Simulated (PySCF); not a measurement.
# The bond of BP, level by level

The task here is to estimate one member of a computed series from the others.

The runs use PySCF 2.14.0; B 6-31G(d,p), P 6-31G(d,p), no relativity.

Set-up of the first run:

Settings of the job:

- atoms: B, P
- charge: 0
- basis: B 6-31G(d,p), P 6-31G(d,p)
- Hamiltonian: no relativity
- basis functions: 32
- electrons treated: 20
- masses in u: 11.0093, 30.9738
- levels: PBE0, PBE, r²SCAN, LDA, r²SCANh, r²SCAN0, HSE06, HF, MP2, SCS-MP2, CCSD, CCSD(T)
- grid: 80 radial by 434 angular points
- occupations: held fixed by the projection of orbital angular momentum
- dissociation limit: B + P, each in its ground configuration
- starting distance in angstrom: 1.880
- values of 2S to try: 0, 2, 4

Among the steps run: Input; PBE0 along the bond; Higher solutions at PBE0; PBE; r²SCAN (meta-GGA); LDA (local density); r²SCANh; r²SCAN0 (hybrid meta-GGA); HSE06; ROHF; Correlated methods on the Hartree–Fock reference.

One table of the session follows, with a row left open; its other results are not shown here.

It belongs to the step «The curves together». Energy (eV) from each level's lowest point:

```
R (Å)   ROHF  ROHF-MP2  ROHF-SCS-MP2  ROHF-CCSD  ROHF-CCSD(T)
1.506  1.107     1.279         1.283        n/a           n/a
1.576  0.443     0.570         0.574      0.579         0.627
1.646  0.099     0.176         0.180      0.182         0.212
1.698  0.000     0.036         0.039      0.040         0.056
1.751  0.004     0.000         0.000      0.000         0.000
1.804  0.088     0.044         0.040      0.038         0.022
1.874      ?         ?             ?          ?             ?
1.961  0.627     0.498         0.472      0.449         0.386
2.066  1.084     0.957         0.908      0.843         0.756
2.206  1.666     1.640         1.553        n/a           n/a
```

**Question.** Estimate the row for R (Å) = 1.874.

Worked estimate for «ROHF». A straight line through the neighbours (1.804, 0.088) and (1.961, 0.627) gives 0.088 + (0.627 − 0.088) × (1.874 − 1.804) / (1.961 − 1.804) = 0.328; a parabola fitted to 4 rows on both sides gives 0.304.

As computed: ROHF: 0.289; ROHF-MP2: 0.198; ROHF-SCS-MP2: 0.187; ROHF-CCSD: 0.179; ROHF-CCSD(T): 0.141. In «ROHF» the line misses by +0.039 and the parabola by +0.015.

State 3 has its PBE0 minimum 0.80 eV higher. State 4 has its PBE0 minimum 1.08 eV higher. The other levels ran on the lowest alone.
